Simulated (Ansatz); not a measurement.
BO₂H, relaxed as a singlet with RKS PBE0-D4/def2-TZVP in Ansatz, starting from the GFN1-xTB geometry. Force threshold 0.02 eV/Å.

The structure comes from a short search, and lower isomers may exist.

Start:

```xyz
4

B    -0.231    0.240   -0.399
O     0.327   -0.719    0.298
O    -0.748    1.070   -1.085
H     0.653   -0.591    1.186
```

| step | energy (eV) | largest force component (eV/Å) | SCF passes |
| --- | --- | --- | --- |
| 1 | -4785.5006 | 1.401 | 23 |
| 2 | -4785.5172 | 0.320 | 30 |
| 3 | -4785.5208 | 0.187 | 30 |
| 4 | -4785.5254 | 0.033 | 29 |
| 5 | -4785.5255 | 0.006 | 30 |

Force components are those of the run's own axes.

End:

Cartesian coordinates in Å:
```
B -0.226 0.222 -0.398
O 0.335 -0.758 0.290
O -0.746 1.085 -1.069
H 0.638 -0.549 1.177
```

By distances, no bond broke or formed. The bond that changes most is B1–O3, from 1.19 to 1.21 Å (atoms count from 1).

No frequencies were taken in this run, so the end may be a saddle point.

Run time 2.7 s (4 threads of Arm Neoverse V2 on a shared host).
